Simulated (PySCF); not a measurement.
ClH3PSi (doublet state).
SMILES with atom numbers: `[PH:1][SiH2:2][Cl:3]` (hydrogens: H4 on P1; H5, H6 on Si2)

Cartesian coordinates in Å at the GFN2-xTB level; atoms count from 1:
```
atom  x, y, z in Å
P1     1.5937   -0.3276   -0.7240
Si2   -0.5154   -0.1921   -0.0136
Cl3   -1.1555    1.7332   -0.0712
H4     2.1137    0.4047    0.3405
H5    -1.3550   -0.9687   -0.9191
H6    -0.6785   -0.6477    1.3658
```

The hyperfine couplings belong to this conformer and change with its torsions.

Computed with PySCF 2.14.0, UKS B3LYP, pcH-1 on Cl H P Si, non-relativistic, mean-field spin-orbit, GIAO. The structure is a single GFN2-xTB conformer in the gas phase; no vibrational or solvent corrections. The geometry wasn't refined by DFT: couplings that depend on bond lengths, twists or pyramidal angles can differ widely from those at the functional's own minimum, by a factor of two or more for some ions and for spin on atoms past the first row. No stability test was run, so a lower SCF solution isn't excluded.

Question: Predict the first-order ENDOR lines of H4, H5/H6 and P1 under fast tumbling at B = 1210.8 mT (Q band).

Answer: ν± = |νn ± a/2|, one line for each electron-spin manifold; νn = |g_N| × 7.62259 MHz/T × B.

```tsv
nuclei	isotope	g_N	νn (MHz)	a_iso (MHz)	lower line (MHz)	upper line (MHz)
H4	1H	5.5857	51.55	-35.40	33.85	69.25
H5/H6	1H	5.5857	51.55	11.53	45.79	57.32
P1	31P	2.2632	20.89	115.22	36.72	78.50
```

Question: Which pairs are centred on the nuclear Larmor frequency, and which on half the coupling?

Answer: Centred on νn, since |a| < 2νn: H4 and H5/H6. Centred on |a|/2 and split by 2νn: P1.

Question: At what field would the lower line of H4 fall to zero frequency?

Answer: Where νn = |a|/2, that is B = 17.70 MHz/(5.5857 × 7.62259 MHz/T) = 416 mT, as far as first order holds there.

Couplings of abundant isotopes left out: Cl3 (10.3 MHz).

Class means assume fast exchange of nuclei equivalent by connectivity; if that motion is slow, each nucleus keeps its own coupling. The 1H value of +11.5 MHz is a mean of couplings from -3.5 to 26.6 MHz in this one geometry, not an average over conformers.

The largest Mulliken spin population is on P1 (+1.00).
